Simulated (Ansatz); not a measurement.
The input, for Ansatz 0.2.0:

```yaml
crystal:
  periodic: [false, false, false]
  atoms:
    - {symbol: Si, position_ang: [0.000000, -0.091539, 1.814482]}
    - {symbol: Ga, position_ang: [0.000000, 0.015718, -0.713702]}
    - {symbol: H, position_ang: [0.000000, 1.431644, 1.919982]}
    - {symbol: H, position_ang: [0.000000, 1.356491, -1.553803]}
    - {symbol: H, position_ang: [0.000000, -1.324715, -1.555955]}
basis:
  gaussian: {orbitals: STO-3G}
magnetization: {spin_polarized: true, initial_magnetization: 2}
correlation: {method: ccsdt_q, electrons: outside_noble_gas}
scf: {omitted_lower_state_checks: [cluster_reference]}
```

```sh
$ ansatz run in.yaml --threads 1 --pin off --events-out ev --progress --plain --max-ram 2393MiB
```

The program prints:

```
these checks for a lower state are left out or cut short: cluster_reference
429 factors; integrals over basis functions are off by at most 3.7e-8 eV
mean field evaluation 1: about -59539.3058 eV, gradient 8.2e0 eV
mean field evaluation 2: about -59539.3189 eV, gradient 8.2e0 eV
mean field evaluation 4: about -59540.6178 eV, gradient 2.3e0 eV
mean field evaluation 8: about -59540.7141 eV, gradient 1.1e0 eV
mean field evaluation 16: about -59546.0354 eV, gradient 1.2e0 eV
mean field evaluation 32: about -59546.0484 eV, gradient 1.1e-1 eV
mean field evaluation 64: about -59546.0743 eV, gradient 4.8e-3 eV
mean field evaluation 96: about -59544.7411 eV, gradient 2.5e-1 eV
mean field evaluation 128: about -59546.0744 eV, gradient 3.1e-2 eV
mean field evaluation 160: about -59545.3739 eV, gradient 5.3e0 eV
mean field evaluation 192: about -59546.0743 eV, gradient 1.4e-2 eV
mean field evaluation 224: about -59540.8369 eV, gradient 1.8e-2 eV
mean field evaluation 256: about -59546.0665 eV, gradient 2.6e-2 eV
mean field -59546.07437187 eV, -2188.2778713875 hartree, gradient 7.7e-7 eV, S^2 2.034053; 18 other end points of the search recorded, 0 dependent functions left out
19 core orbitals not correlated, not the lowest: weight in the atoms' cores, before any rotation towards them, 0.008 or more for the frozen orbitals, at most 0.007 for the correlated occupied ones
reference -59546.07437187 eV, -2188.2778713875 hartree; 6, 4 occupied and 5, 7 virtual orbitals, 429 factors
second order -1.19511292 eV of doubles, -0.00000000 eV of singles
cycle   1  -1.59349162 eV  change   -4.0e-1 eV  update   6.3e-2
cycle   2  -1.86153764 eV  change   -2.7e-1 eV  update   2.9e-2
cycle   3  -1.87414697 eV  change   -1.3e-2 eV  update   7.6e-3
cycle   4  -1.87734231 eV  change   -3.2e-3 eV  update   3.5e-3
cycle   5  -1.87746907 eV  change   -1.3e-4 eV  update   1.9e-3
cycle   6  -1.87717803 eV  change    2.9e-4 eV  update   9.4e-4
cycle   7  -1.87742405 eV  change   -2.5e-4 eV  update   4.7e-4
cycle   8  -1.87761759 eV  change   -1.9e-4 eV  update   2.1e-4
cycle   9  -1.87754213 eV  change    7.5e-5 eV  update   8.6e-5
cycle  10  -1.87752925 eV  change    1.3e-5 eV  update   4.5e-5
cycle  11  -1.87752394 eV  change    5.3e-6 eV  update   2.7e-5
cycle  12  -1.87753700 eV  change   -1.3e-5 eV  update   1.5e-5
cycle  13  -1.87754354 eV  change   -6.5e-6 eV  update   9.0e-6
cycle  14  -1.87753840 eV  change    5.1e-6 eV  update   4.8e-6
cycle  15  -1.87753510 eV  change    3.3e-6 eV  update   2.3e-6
cycle  16  -1.87753445 eV  change    6.5e-7 eV  update   1.2e-6
perturbative correction -0.00071076 eV, -0.0000261198 hartree
Total energy: -59547.95261708 eV, -2188.3468956258 hartree
Checks for a lower state left out: cluster_reference
```

Ran on 1 thread of AMD EPYC, shared host: 16 s wall, 0.25 GiB peak host memory.
